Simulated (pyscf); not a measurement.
silyl (SiH₃•) + water (H₂O) -> HO–SiH₂• + hydrogen (H₂) (four-centre exchange; doublet surface; H–Si, H–O broken, O–Si, H–H formed). Single points on ωB97X-D3(BJ)/def2-SVP structures (PySCF, gas phase). Energies in kcal/mol from the separated reactants.

| level | barrier | reaction energy |
|---|---|---|
| ωB97X-D3(BJ)/def2-TZVP | (withheld) | (withheld) |
| PBE/def2-TZVP | 23.6 | -14.5 |
| B3LYP-D3(BJ)/def2-TZVP | 29.0 | -15.8 |
| PBE0-D3(BJ)/def2-TZVP | 27.3 | -13.6 |
| M06-2X/def2-TZVP | 30.4 | -17.0 |
| HF/def2-TZVP | (withheld) | -12.7 |

Question: Complete the blanks.

Answer: 
- ωB97X-D3(BJ)/def2-TZVP, barrier: 29.9
- ωB97X-D3(BJ)/def2-TZVP, reaction energy: -15.5
- HF/def2-TZVP, barrier: 49.9

The functionals in the table span 6.9 kcal/mol in this barrier, from PBE to M06-2X. The same reactants have a lower exit, to HO–SiH₃ + H• (barrier +23.6 kcal/mol at ωB97M-D3(BJ)/def2-TZVP, against +29.4 kcal/mol here). One saddle was located; it need not be the lowest between these sides.
